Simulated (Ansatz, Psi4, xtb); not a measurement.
# Ligand exchange: HCl + CH4O → H2O + CH3Cl

Species: HCl (hydrogen chloride), singlet; CH4O (methanol) `CO`, singlet; H2O (water) `O`, singlet; CH3Cl (chloromethane) `CCl`, singlet. The partners trade Cl for OH: H–Cl and C–OH bonds give way to H–OH and C–Cl.

Shapes, held fixed at every level: PBE0-D4/def2-TZVP. Programs: Ansatz 0.2.0, Psi4 1.11, xtb 6.7.1. The zero-point and thermal change to 298 K, harmonic and unscaled (PBE0-D4/def2-TZVP), is +3.2 kJ/mol.

**What was measured.** Tabulated heats of formation (Active Thermochemical Tables): HCl -92.2; CH4O -200.7; H2O -241.8; CH3Cl -82.6 kJ/mol, which give ΔH(298 K) = -31.6 kJ/mol.

| level | kind | ΔH (kJ/mol) | computed − measured |
| --- | --- | --- | --- |
| GFN1-xTB | semi-empirical | +7.1 | +38.7 |
| r2SCAN-D4/def2-TZVPP | meta-GGA | -27.0 | +4.6 |
| BHLYP-D4/def2-TZVPP | global hybrid | -24.9 | +6.7 |
| wB97M-V/def2-TZVPP (density fitting) | range-separated hybrid | -27.6 | +4.0 |
| wB97M-V/def2-TZVPP | range-separated hybrid | -27.0 | +4.6 |
| wB97X-V/def2-TZVPP | range-separated hybrid | -25.1 | +6.5 |
| MP2/def2-QZVPP (density fitting, density fitting for correlation) | perturbation theory | -34.5 | -2.9 |
| CCSD/def2-TZVPP | coupled cluster or CI | -24.3 | +7.2 |
| CCSD(T)/CBS estimate | coupled cluster or CI | -31.5 | +0.1 |

Nearest: CCSD(T)/CBS estimate (+0.1); farthest: GFN1-xTB (+38.7). 8 of 9 levels lie within 10 kJ/mol. The wrong sign comes from GFN1-xTB. The CBS estimate extrapolates MP2 from def2-TZVPP and def2-QZVPP and adds CCSD(T) − MP2 in the triple-zeta set, cores frozen.
